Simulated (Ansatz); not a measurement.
**Isomers**

Structures of SiH$_{2}$SO, singlet, relaxed at PBE0-D4/def2-TZVP (vibrations not checked; lower isomers may exist, and structures with a doubtful reference or unclear bonds are left out). Program: Ansatz 0.2.0. Basis: def2-TZVPP. Cores are frozen in the correlated methods. B3LYP uses VWN-RPA correlation.

Question: Rank them by CCSD(T) energy, lowest first, and give each one's height above the lowest. Links in brackets join atoms within 1.22 times the sum of their covalent radii (1.1 for two metals). (An estimate is asked for; the value comes from the calculation.)
A.
SiH₂SO ([O]1[SiH2][S]1)
```
5
angstrom
O 1.0161 -0.8869 0.2515
Si -0.1533 0.1774 -0.2395
S 0.0897 -0.4434 1.7102
H -1.2493 -0.3672 -1.0652
H 0.2969 1.5200 -0.6570
```
B.
SiH₂SO ([OH]1[SiH][S]1)
```
5
angstrom
O -0.2323 -0.5692 1.3113
Si -0.2859 0.0934 -0.5331
S 1.2753 -1.0723 0.5419
H -0.0117 0.1521 1.9175
H 0.2284 1.4498 -0.0317
```
C.
SiH₂SO ([OH][SiH][S])
```
5
angstrom
O -0.4589 -0.0331 -1.1172
Si 0.2522 0.1668 0.3283
S 1.4845 1.5734 0.7956
H -1.0552 -0.7799 -1.2162
H -0.2225 -0.9271 1.2094
```
D.
a complex of H₂S + SiO
```
5
angstrom
O -1.0672 -0.7625 0.8192
Si -2.2656 -1.5118 1.3497
S 1.1949 0.9333 -1.1838
H 0.3417 0.2776 -0.3718
H 2.0703 1.1528 -0.1921
```

Answer: Computed: C (0.000 eV), D (1.377 eV), A (2.105 eV), B (3.418 eV). Heights count from the lowest.

Question: Do PBE-D4, r2SCAN-D4, PBE0-D4, B3LYP-D4, wB97M-V, HF, MP2 give the same order? (A judgement: the text doesn't fix the answer.)

Answer: By the calculation: All do.

T1 diagnostic: at most 0.021.

For scale, one of the runs: CCSD(T)/def2-TZVPP, 143 basis functions, launched by `ansatz run in.yaml --threads 2 --pin off --events-out ev --progress --plain --max-ram 4352MiB`. Time: 12 s of wall clock on 2 CPU threads of an Arm Neoverse V2; the host was shared. Peak host memory: 0.77 GiB.
